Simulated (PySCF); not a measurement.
A geometry optimisation, step by step.

Species: methyl isobutyl sulfide, C5H12S.
Numbering: `[CH3:1][S:2][CH2:3][CH:4]([CH3:5])[CH3:6]` (hydrogens: H7, H8, H9 on C1; H10, H11 on C3; H12 on C4; H13, H14, H15 on C5; H16, H17, H18 on C6)

Computed by this run: PBE0-D3(BJ)/def2-SVP geometry optimisation, gas phase in PySCF 2.14.0; density fitting, grid level 2; the optimiser is geomeTRIC in internal coordinates, started from a GFN2-xTB structure. The frame can shift and turn from step to step; on so coarse a grid that alone can change the energy by a few meV, and forces under 0.02 eV/Å are noise.

Step 0: E = -16199.2868 eV, largest atomic force 0.936 eV/Å
```
atom  x, y, z in Å  |  force x, y, z in eV/Å
C1      2.701    0.084    0.381   -0.701   0.553  -0.021
S2      1.545    1.482    0.343    0.108   0.117  -0.103
C3      0.221    0.785   -0.695    0.482  -0.293   0.746
C4     -0.606   -0.303   -0.016   -0.524   0.430  -0.158
C5     -1.629   -0.852   -1.009    0.525   0.067   0.419
C6     -1.302    0.240    1.228    0.373  -0.366  -0.347
H7      2.898   -0.249   -0.634    0.197  -0.229  -0.400
H8      3.616    0.450    0.836    0.423   0.101   0.187
H9      2.292   -0.725    0.980   -0.027  -0.442   0.221
H10    -0.410    1.637   -0.946   -0.239   0.305  -0.181
H11     0.689    0.412   -1.607    0.053  -0.079  -0.412
H12     0.061   -1.121    0.280    0.197  -0.199   0.059
H13    -2.313   -0.065   -1.320   -0.331   0.314  -0.166
H14    -2.210   -1.648   -0.549   -0.302  -0.343   0.118
H15    -1.138   -1.251   -1.894    0.136  -0.188  -0.406
H16    -1.840   -0.554    1.741   -0.283  -0.291   0.240
H17    -2.011    1.018    0.953   -0.347   0.352  -0.088
H18    -0.575    0.667    1.915    0.258   0.191   0.293
```

Step 1: E = -16199.3444 eV, largest atomic force 0.177 eV/Å
```
atom  x, y, z in Å  |  force x, y, z in eV/Å
C1      2.773   -0.030    0.115    0.100  -0.031  -0.013
S2      1.654    1.382    0.066   -0.057  -0.021   0.036
C3      0.292    0.671   -0.895   -0.036   0.080  -0.153
C4     -0.550   -0.406   -0.210    0.110  -0.078   0.047
C5     -1.556   -0.978   -1.201   -0.064  -0.003  -0.050
C6     -1.236    0.119    1.041   -0.038   0.046   0.043
H7      3.006   -0.384   -0.904   -0.002   0.011   0.050
H8      3.705    0.317    0.585   -0.048  -0.028  -0.017
H9      2.374   -0.866    0.710    0.006   0.031  -0.010
H10    -0.347    1.534   -1.156    0.045  -0.052   0.015
H11     0.709    0.288   -1.845   -0.038   0.019   0.050
H12     0.132   -1.226    0.088   -0.043   0.043  -0.015
H13    -2.260   -0.196   -1.536    0.018  -0.034   0.001
H14    -2.150   -1.785   -0.745    0.017   0.021  -0.007
H15    -1.062   -1.389   -2.097   -0.003   0.012   0.025
H16    -1.787   -0.680    1.561    0.015   0.013  -0.010
H17    -1.961    0.911    0.782    0.025  -0.025   0.019
H18    -0.503    0.551    1.740   -0.007  -0.004  -0.009
```

Step 2: E = -16199.3458 eV, largest atomic force 0.029 eV/Å
```
atom  x, y, z in Å  |  force x, y, z in eV/Å
C1      2.773   -0.030    0.122    0.003  -0.014  -0.015
S2      1.645    1.377    0.066    0.011   0.017   0.006
C3      0.288    0.671   -0.905    0.004   0.003  -0.029
C4     -0.550   -0.406   -0.217    0.006  -0.009   0.012
C5     -1.563   -0.979   -1.203   -0.016   0.003   0.003
C6     -1.226    0.121    1.042   -0.013   0.002   0.006
H7      3.021   -0.380   -0.893    0.001   0.002   0.004
H8      3.697    0.319    0.605   -0.008   0.008   0.004
H9      2.371   -0.868    0.710   -0.003   0.001   0.001
H10    -0.351    1.534   -1.163    0.009   0.000   0.009
H11     0.702    0.292   -1.855   -0.001  -0.002   0.006
H12     0.133   -1.225    0.077   -0.006   0.002  -0.006
H13    -2.269   -0.200   -1.536    0.004  -0.002   0.000
H14    -2.154   -1.786   -0.743    0.001  -0.001   0.001
H15    -1.072   -1.390   -2.099    0.005  -0.001   0.003
H16    -1.772   -0.678    1.566    0.002  -0.003  -0.001
H17    -1.952    0.913    0.791    0.002  -0.002   0.000
H18    -0.487    0.551    1.733    0.000  -0.003  -0.005
```

Step 3: E = -16199.3459 eV, largest atomic force under 0.02 eV/Å
```
atom  x, y, z in Å  |  force x, y, z in eV/Å
C1      2.773   -0.030    0.121   -0.001  -0.003  -0.001
S2      1.646    1.378    0.063    0.004   0.003  -0.004
C3      0.288    0.671   -0.908   -0.005  -0.005   0.003
C4     -0.550   -0.406   -0.217   -0.003   0.008   0.003
C5     -1.564   -0.978   -1.202   -0.002   0.001   0.000
C6     -1.225    0.120    1.042    0.002   0.000   0.000
H7      3.025   -0.380   -0.892    0.001   0.001  -0.002
H8      3.694    0.320    0.608    0.002   0.002   0.004
H9      2.368   -0.867    0.709   -0.002  -0.001   0.000
H10    -0.349    1.535   -1.165   -0.003   0.003   0.002
H11     0.701    0.291   -1.857    0.003  -0.004   0.000
H12     0.132   -1.225    0.075    0.002  -0.003  -0.002
H13    -2.271   -0.200   -1.535    0.001   0.002  -0.001
H14    -2.155   -1.785   -0.740    0.000  -0.001   0.001
H15    -1.074   -1.390   -2.098    0.001  -0.003  -0.001
H16    -1.770   -0.680    1.566    0.001  -0.002  -0.001
H17    -1.951    0.913    0.793    0.000   0.001  -0.001
H18    -0.484    0.550    1.733    0.001   0.001   0.001
```

Q: Summarise the path.

A: The energy falls by 1.36 kcal/mol from step 0 to step 3; nine tenths of that is first reached at step 1. It falls at every step. The largest force goes from 0.936 to under 0.02 eV/Å. Among the bonds C6–H17 changes most (a near tie, within 0.001 Å, with another), from 1.088 to 1.103 Å; the atoms move by 0.033 Å rms after alignment.

Q: Follow the three bonds and two angles with the largest change from start to end.

A: 
```csv
step,E above end (kcal/mol),largest force (eV/Å),C6–H17 (Å),C5–H13 (Å),C1–H7 (Å),H10–C3–H11 (°),S2–C1–H9 (°)
0,1.36,0.936,1.088,1.088,1.086,108.9,110.2
1,0.04,0.177,1.105,1.104,1.103,106.5,112.6
2,0.00,0.029,1.103,1.103,1.101,106.6,112.4
3,0.00,under 0.02,1.103,1.103,1.101,106.6,112.4
```

What follows is the cost of the whole optimisation. On Arm Neoverse V1, one thread, no GPU, shared host with 32 logical CPUs at a one-minute load of 19, this took 41 s of wall time and 0.73 GiB of memory at its peak.
